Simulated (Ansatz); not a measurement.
# AlBH₆N+ (SMILES [BH2][AlH][NH3+]): single points off equilibrium

An exercise on one series of results from a longer session: the logs are not shown, and one member is left open.

The runs use Ansatz 0.2.0, Gaussian basis; single points in def2-TZVPP.

Correlated methods freeze the cores.

## The system as given

SMILES `[BH2][AlH][NH3+]`, 9 atoms, charge 1, spin multiplicity 1.

Atoms are counted from 1 here; the program's logs count them from 0.

Bond lengths: B1–Al2 2.061 Å, B1–H4 1.129 Å, B1–H5 1.046 Å, Al2–N3 2.042 Å, Al2–H6 1.489 Å, N3–H7 1.175 Å, N3–H8 0.966 Å, N3–H9 0.904 Å. Angles: Al2–B1–H4 120.4°, Al2–B1–H5 121.7°, H4–B1–H5 117.3°, B1–Al2–N3 124.2°, B1–Al2–H6 147.1°, N3–Al2–H6 88.7°, Al2–N3–H7 109.5°, Al2–N3–H8 127.8°, Al2–N3–H9 116.3°, H7–N3–H8 84.5°, H7–N3–H9 109.2°, H8–N3–H9 104.4°.

As a file:

```xyz
9
charge 1, multiplicity 1
B    -1.20910    0.91000   -1.48690
Al    0.07350    0.74520    0.11850
N     0.62720   -1.02710    0.96740
H    -1.49670   -0.00370   -2.08460
H    -1.50810    1.84140   -1.85870
H     0.96790    1.44610    1.08060
H     1.77850   -1.19660    0.80550
H     0.53870   -1.91410    0.59620
H     0.43230   -1.12940    1.84410
```

Set-up of the first run:

Input file run/in.yaml:

```yaml
crystal:
  periodic: [false, false, false]
  atoms:
    - {symbol: B, position_ang: [-1.209100, 0.910000, -1.486900]}
    - {symbol: Al, position_ang: [0.073500, 0.745200, 0.118500]}
    - {symbol: N, position_ang: [0.627200, -1.027100, 0.967400]}
    - {symbol: H, position_ang: [-1.496700, -0.003700, -2.084600]}
    - {symbol: H, position_ang: [-1.508100, 1.841400, -1.858700]}
    - {symbol: H, position_ang: [0.967900, 1.446100, 1.080600]}
    - {symbol: H, position_ang: [1.778500, -1.196600, 0.805500]}
    - {symbol: H, position_ang: [0.538700, -1.914100, 0.596200]}
    - {symbol: H, position_ang: [0.432300, -1.129400, 1.844100]}
basis:
  gaussian: {orbitals: def2-TZVPP}
total_charge: 1
correlation: {method: ccsd_t}
output: {forces: true}
```

The command line of these runs was not kept.

Steps of the session up to this table: CCSD(T)/def2-TZVPP; PBE0-D4/def2-TZVPP; wB97M-V/def2-TZVPP; r2SCAN-D4/def2-TZVPP; PBE-D4/def2-TZVPP; CAM-B3LYP-D4/def2-TZVPP; wB97X-V/def2-TZVPP.

One of the session's tables, all rows but one given; the rest of the session is left out.

| method | RMS force component (eV/Å) | angle to CCSD(T) forces (°) |
| --- | --- | --- |
| CCSD(T) | 2.841 | reference |
| PBE0-D4 | 2.861 | 0.9 |
| wB97M-V | 2.816 | 1.4 |
| r2SCAN-D4 | 2.836 | 0.6 |
| PBE-D4 | 2.881 | 2.8 |
| CAM-B3LYP-D4 | 2.830 | 1.2 |
| wB97X-V | ? | ? |

Estimate the missing values for wB97X-V.

The run gave: RMS force component (eV/Å): 2.887; angle to CCSD(T) forces (°): 0.8. In the column «RMS force component (eV/Å)» it is the highest.
